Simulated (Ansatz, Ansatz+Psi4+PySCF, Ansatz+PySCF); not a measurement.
```xyz
6

C     0.0000    0.0000   -0.7691
B     0.0000    0.0000    0.7572
H    -0.0836   -0.9074   -1.3633
H     0.0836    0.9074   -1.3633
H    -0.0751    1.0445    1.3693
H     0.0751   -1.0445    1.3693
```

Basis set: cc-pVTZ (spherical functions). Correlated methods keep 2 orbitals frozen. Correlation on ROHF uses semicanonical orbitals with singles. Charge 0, multiplicity 2.

Computed with Ansatz (development build ahead of 0.2.0); each method stands on the lowest determinant of its kind that the runs found.

The atomization energy at this shape (free ground-state atoms in the same class of orbitals less the molecule, no zero-point energy) of doublet CH₄B:

```tsv
method	atomization energy
ROHF-CCSD(T)	20.67 eV
ROHF-MP2	20.75 eV
ROHF	17.14 eV
```

**Question.** What does UHF give?

**Answer.** 16.99 eV.
